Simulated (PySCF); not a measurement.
Compound: C₅H₇S (charge -1).
Z-matrix (Å and degrees, PBE0-D3(BJ)/def2-SVP geometry), rows numbered from 1:
```
C 
C   1  1.3614
C   2  1.5031  1  119.18
C   2  1.4470  1  121.54  3   179.99
C   4  1.3798  2  130.72  1   180.00
S   5  1.7070  4  133.69  2    -0.09
H   1  1.0952  2  121.23  3   180.00
H   1  1.0944  2  121.34  3     0.03
H   3  1.1008  2  110.79  1   122.86
H   3  1.1008  2  110.79  1  -122.92
H   3  1.1032  2  111.03  1    -0.03
H   4  1.0991  2  113.93  1    -0.01
H   5  1.1067  4  111.68  2   179.97
```

Level of theory: PySCF, PBE0-D3(BJ)/def2-SVP geometry optimisation, gas phase.

Take the most abundant isotopes and a rigid rotor. The values belong to one conformer with, in the numbering `[CH2:1]=[C:2]([CH3:3])/[CH:4]=[CH:5]\[S-:6]`, C1–C2–C4–C5 180°.

(1) What are A, B and C (MHz)?

(2) Classify the top.

(3) What does the inertial defect say?

(4) Give the other two planar moments, Paa and Pbb, and the rms extents of the mass along the axes.

(5) List the rotational levels J(Ka,Kc) to J = 4 (MHz).

(6) Predict some low-J microwave lines.

(7) Estimate the classical rotational partition function at 10 K, 25 K and 298.15 K.

Results:

(1) Ia = 75.25, Ib = 306.80, Ic = 379.04 u·Å²; 505379 MHz·u·Å²/I gives A = 6716, B = 1647, C = 1333 MHz.

(2) An asymmetric top: κ = (2 × 1647 − 6716 − 1333)/(6716 − 1333) = -0.88.

(3) Not planar: Δ = Ic − Ia − Ib = -3.01 u·Å². For a rigid frame Δ = −2 Σ m c², so Σ m c² = 1.51 u·Å² lies off the ab plane, practically all of it from hydrogen. The atom farthest from that plane is 0.87 Å away.

(4) Paa = Σ m a² = (Ib + Ic − Ia)/2 = 305.30 and Pbb = Σ m b² = (Ia + Ic − Ib)/2 = 73.75 u·Å². With the mass M = 99.03 u, the rms extents √(P/M) along a, b and c are 1.76, 0.86, 0.12 Å.

(5) Above 0(0,0):
J = 1: 1(0,1) 2981, 1(1,1) 8049, 1(1,0) 8363
J = 2: 2(0,2) 8928, 2(1,2) 13696, 2(1,1) 14638, 2(2,1) 29844, 2(2,0) 29858
J = 3: 3(0,3) 17813, 3(1,3) 22159, 3(1,2) 24042, 3(2,2) 38786, 3(2,1) 38857, 3(3,1) 64923, 3(3,0) 64923
J = 4: 4(0,4) 29596, 4(1,4) 33426, 4(1,3) 36563, 4(2,3) 50697, 4(2,2) 50907, 4(3,2) 76872, 4(3,1) 76875, 4(4,1) 113427, 4(4,0) 113427

(6) The dipole components (about the centre of mass, as the species is charged) are |μa| = 2.52 D, |μb| = 0.02 D, |μc| = 0.00 D; the mirror of this Cs structure is the ab plane, so μc vanishes by symmetry and there are no c-type lines. Intensities carry the squares of the components, which stand as 1.00 : 0.00 (a : b). Some lines, for components of 0.1 D or more:

```csv
type,branch,"J(Ka,Kc)",MHz,lower level (cm⁻¹)
a,Q,"1(1,0) ← 1(1,1)",314,0.268
a,Q,"2(1,1) ← 2(1,2)",942,0.457
a,Q,"3(1,2) ← 3(1,3)",1883,0.739
a,R,"1(0,1) ← 0(0,0)",2981,0.000
a,Q,"4(1,3) ← 4(1,4)",3137,1.115
a,R,"2(1,2) ← 1(1,1)",5647,0.268
a,R,"2(0,2) ← 1(0,1)",5947,0.099
a,R,"2(1,1) ← 1(1,0)",6275,0.279
a,R,"3(1,3) ← 2(1,2)",8462,0.457
a,R,"3(0,3) ← 2(0,2)",8885,0.298
a,R,"3(2,2) ← 2(2,1)",8942,0.995
a,R,"3(2,1) ← 2(2,0)",8998,0.996
a,R,"3(1,2) ← 2(1,1)",9404,0.488
a,R,"4(1,4) ← 3(1,3)",11267,0.739
a,R,"4(0,4) ← 3(0,3)",11783,0.594
a,R,"4(2,3) ← 3(2,2)",11911,1.294
a,R,"4(3,2) ← 3(3,1)",11949,2.166
a,R,"4(3,1) ← 3(3,0)",11952,2.166
a,R,"4(2,2) ← 3(2,1)",12051,1.296
a,R,"4(1,3) ← 3(1,2)",12521,0.802
```

(7) Point group Cs, symmetry number σ = 1; q = (√π/σ)·√((kT/h)³/(ABC)), k/h = 20836.6 MHz/K: 1390 at 10 K, 5490 at 25 K, 226000 at 298.15 K.

Whether it is a minimum is left open (no frequencies). The geometry's basis has no diffuse functions, a weakness for an anion. Zero-point vibration and centrifugal distortion are left out. A rigid rotor knows nothing of internal rotation, which can split or shift real lines.
